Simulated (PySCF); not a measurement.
Below is a simulated gas-phase C 1s photoelectron spectrum of `CCS(C)(=O)=O`.

Every computed line was given a Gaussian of 0.6 eV full width at half maximum and an area set by the number of equivalent atoms; the highest printed point is 100. Computed with PySCF 2.14.0, delta-SCF UKS SCAN, pcX-2 on the ionised atom, pcseg-1 elsewhere, spin-free X2C.

binding energy (eV), intensity and a bar:
```
    290.4          0 
    290.5          1 
    290.6          2 #
    290.7          6 ##
    290.8         12 ###
    290.9         21 ######
    291.0         34 ##########
    291.1         48 ##############
    291.2         61 ##################
    291.3         74 ######################
    291.4         85 ##########################
    291.5         95 #############################
    291.6        100 ##############################
    291.7         96 #############################
    291.8         83 #########################
    291.9         63 ###################
    292.0         41 ############
    292.1         23 #######
    292.2         11 ###
    292.3          5 #
    292.4          2 
    292.5          1 
    292.6          0
```

How many maxima does the curve show, and how many computed lines lie under it?

The curve has 1 maximum (at 291.6 eV). Under it lie 3 lines from 3 inequivalent carbon sites. At this width some lines have no maximum of their own.

Decompose the envelope and assign each component. Numbering: `[CH3:1][CH2:2][S:3]([CH3:4])(=[O:5])=[O:6]`.

| position (eV) | relative area | line | atoms | environment |
| --- | --- | --- | --- | --- |
| 291.22 | 1 | C 1s | C1 | methyl carbon |
| 291.63 | 1 | C 1s | C2 | sp3 carbon bound to sulfur |
| 291.72 | 1 | C 1s | C4 | S-methyl carbon |

The listed C 1s values span 0.50 eV, from C1 (bonded to C and 3 H) to C4 (bonded to S and 3 H).

No satellites, vibrations or lifetime broadening are included. One conformer (not necessarily the lowest) at the PBE0-D3(BJ)/def2-SVP geometry, without solvent, vibrations or thermal averaging.

The values belong to the conformer `[CH3:1][CH2:2][S:3]([CH3:4])(=[O:5])=[O:6]`: C1–C2–S3–C4 -179°.
